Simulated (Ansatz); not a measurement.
A run of Ansatz (development build ahead of 0.2.0) on singlet CH₄ at this shape:

```json
{"atom": "C", "x (Å)": "0.0000", "y (Å)": "0.0000", "z (Å)": "0.0000"}
{"atom": "H", "x (Å)": "0.6580", "y (Å)": "0.6580", "z (Å)": "0.6580"}
{"atom": "H", "x (Å)": "-0.6580", "y (Å)": "-0.6580", "z (Å)": "0.6580"}
{"atom": "H", "x (Å)": "0.6580", "y (Å)": "-0.6580", "z (Å)": "-0.6580"}
{"atom": "H", "x (Å)": "-0.6580", "y (Å)": "0.6580", "z (Å)": "-0.6580"}
```

Its results:

```json
{
  "Converged": "yes",
  "Reference energy": "-40.20538 hartree",
  "Correlation energy": "-0.19939 hartree",
  "Total energy": "-40.40477 hartree",
  "Spin squared of the determinant": "0.000",
  "Stability test": "minimum among restricted orbitals",
  "Occupied orbitals by symmetry in an Abelian subgroup (alpha; beta)": "3 A1 1 B1 1 B2; 3 A1 1 B1 1 B2"
}
```

Forces (eV/Å):
| atom | Fx | Fy | Fz |
| --- | --- | --- | --- |
| C1 | 0.000 | 0.000 | 0.000 |
| H2 | -0.949 | -0.949 | -0.949 |
| H3 | 0.949 | 0.949 | -0.949 |
| H4 | -0.949 | 0.949 | 0.949 |
| H5 | 0.949 | -0.949 | 0.949 |

(1) Which input gives this output? Name the method, the orbitals and the basis set, and write the input.

Answers

(1) RHF-MP2 in cc-pVTZ. An unrestricted run that stays on the closed shell gives the same numbers.

```yaml
crystal:
  periodic: [false, false, false]
  atoms:
    - { symbol: C, position_ang: [0.0, 0.0, 0.0] }
    - { symbol: H, position_ang: [0.65799, 0.65799, 0.65799] }
    - { symbol: H, position_ang: [-0.65799, -0.65799, 0.65799] }
    - { symbol: H, position_ang: [0.65799, -0.65799, -0.65799] }
    - { symbol: H, position_ang: [-0.65799, 0.65799, -0.65799] }
basis:
  gaussian: { orbitals: cc-pVTZ }
hamiltonian:
  xc: hf
correlation:
  method: mp2
  frozen_orbitals: { C: 1, H: 0 }
output:
  forces: true
```
